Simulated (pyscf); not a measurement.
Thermochemistry of product channels of F–Al(F)–F (SMILES [F][Al]([F])[F]) + HO–SiH₃ (SMILES O[SiH3]) on the singlet surface, in eV, from CCSD(T)/def2-TZVPP + ΔMP2(QZVPP) energies (ideal gas, 1 atm, RRHO with modes under 100 cm⁻¹ raised to 100, one conformer, R ln 2 for chiral ones without a mode under 150 cm⁻¹). Structures and frequencies: ωB97X-D3(BJ)/def2-SVP in PySCF. MP2 and CC: frozen core, UHF for open shells. ΔMP2 is the change of the MP2 total energy from the triple- to the quadruple-zeta basis.

```json
[
 {"products": "HF (SMILES F) + HO–SiH₂–Al(F)–F (SMILES O[SiH2][Al]([F])[F])", "ΔE": "+1.81", "ΔH(298 K)": "+1.85", "ΔG(600 K)": "+1.85", "ΔG(1200 K)": "+1.79"},
 {"products": "HF (SMILES F) + F–Al(F)–O–SiH₃ (SMILES [F][Al]([F])[O][SiH3])", "ΔE": "+0.17", "ΔH(298 K)": "+0.17", "ΔG(600 K)": "+0.20", "ΔG(1200 K)": "+0.18"}
]
```

These are energies of the channels, which say nothing of barriers. The CCSD(T) − MP2 part came from Ansatz, without density fitting, on the same reference.
